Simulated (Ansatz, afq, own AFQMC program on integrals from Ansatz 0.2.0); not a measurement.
BNH$_{2}$, triplet in cc-pVDZ, levels against CCSDT(Q)

| atom | x (Å) | y (Å) | z (Å) |
| --- | --- | --- | --- |
| B | 0.0000 | -0.1240 | 0.7739 |
| N | 0.0000 | -0.0224 | -0.5980 |
| H | 0.0000 | 0.9564 | 1.3306 |
| H | 0.0000 | 0.6853 | -1.3215 |

Connectivity, by distances: BH–NH.

Basis cc-pVDZ. Noble-gas cores (and the filled d shells of Ga–Kr and In–Xe) are frozen. Integrals, coupled cluster, full CI and functionals: Ansatz 0.2.0; the random walks run on the same integrals in our own AFQMC program. ph-AFQMC/CISD is guided by a CISD state made of CCSD amplitudes; releasing the constraint for a short imaginary time cuts its bias at the price of noise, slowly where states lie close. Error bars are statistical, one sigma.

Determinant: UHF, the one that the program's search chose, which needn't be the lowest solution. The geometry is a PBE0/def2-TZVP stationary point of this or a neighbouring charge and spin state.

No full CI on the walks' own integrals is used here; CCSDT(Q) serves as the reference and is uncertain by about the last step of the cluster series.

Cautions: lower spins were not checked.

```
T1 diagnostic                               : 0.0254
weight of the determinant in the CISD state : 0.896
⟨S²⟩ of the determinant                     : 2.008
size of the correlated space                : 10 electrons in 36 orbitals
```

```csv
level,correlation energy (eV)
MP2,-5.3529
CCSD,-6.1529
CCSD(T),-6.3306
```

Task: Estimate where phaseless AFQMC with the Hartree–Fock trial lies against CCSD(T) on the same integrals.

Result: 4.6 ± 4.8 kJ/mol below CCSD(T). The gap is under twice the noise, so this walk alone can't tell the two apart.

Reference: CCSDT(Q), correlation energy -6.381 eV. The released energy is read at 2.40 1/Eh (meV from the phaseless value at times in 1/Eh: -4 ± 12 at 0.24, -13 ± 10 at 0.51, -19 ± 9 at 0.99, -10 ± 14 at 1.62, -36 ± 18 at 2.40).

```tsv
level	E − E(reference) (kJ/mol)	share of correlation (%)
CCSD(T)	4.9	99.21
CCSDT	1.3	99.79
ph-AFQMC/HF	0.3 ± 4.8	99.96
ph-AFQMC/CISD	0.6 ± 1.2	99.90
released AFQMC	-2.9 ± 1.8	100.46
```

A walk keeps the symmetry of its determinant, which the program's search chose and which needn't be the lowest solution, so a lower state of the same spin and another symmetry isn't excluded. Released energies are given only where the last usable release times agree within the noise; a slower fall can still hide under it.
